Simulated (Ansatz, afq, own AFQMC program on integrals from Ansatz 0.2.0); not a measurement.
## Ga, doublet in cc-pVDZ, levels against full CI

A free Ga atom.

Basis cc-pVDZ. Noble-gas cores (and the filled d shells of Ga–Kr and In–Xe) are frozen. AFQMC by an in-house program on the Cholesky factors that Ansatz 0.2.0 writes for its CCSD(T) run. ph-AFQMC/CISD is guided by a CISD state made of CCSD amplitudes; releasing the constraint for a short imaginary time cuts its bias at the price of noise, slowly where states lie close. Free projection: walkers drawn from exp(T), propagated without any constraint. Its projection time is finite, and what remains of the start isn't in its error. Error bars are statistical, one sigma. No spin–orbit coupling.

Determinant: UHF, the one that the program's search chose, which needn't be the lowest solution.

Full CI on the same integrals is exact in this basis and with this determinant's frozen core.

Cautions: no relativity below Rb; no spin-orbit coupling; inner d shell frozen.

The T1 diagnostic is 0.0108 and the weight of the determinant in the CISD state is 0.945. The ⟨S²⟩ of the determinant is 0.760 and the size of the correlated space is 3 electrons in 13 orbitals.

Reference: full CI, correlation energy -1.206 eV. The released energy is read at 2.40 1/Eh (meV from the phaseless value at times in 1/Eh: -0.4 ± 0.9 at 0.24, -0.6 ± 0.8 at 0.51, -1.3 ± 0.7 at 0.99, -1.3 ± 0.8 at 1.62, -1.1 ± 0.6 at 2.40).

```tsv
level	E − E(reference) (kcal/mol)	share of correlation (%)
HF	27.80	0.00
MP2	9.61	65.42
CCSD	0.46	98.34
CCSD(T)	0.15	99.46
ph-AFQMC/HF	0.32 ± 0.35	98.85
ph-AFQMC/CISD	0.01 ± 0.02	99.96
released AFQMC	-0.01 ± 0.01	100.05
free AFQMC	0.00 ± 0.01	100.01
```

Free projections are given only where their last times agree within the noise and don't stop above the reference; a slow remainder of the start can still hide under it. A walk keeps the symmetry of its determinant, which the program's search chose and which needn't be the lowest solution, so a lower state of the same spin and another symmetry isn't excluded. Released energies are given only where the last usable release times agree within the noise; a slower fall can still hide under it.
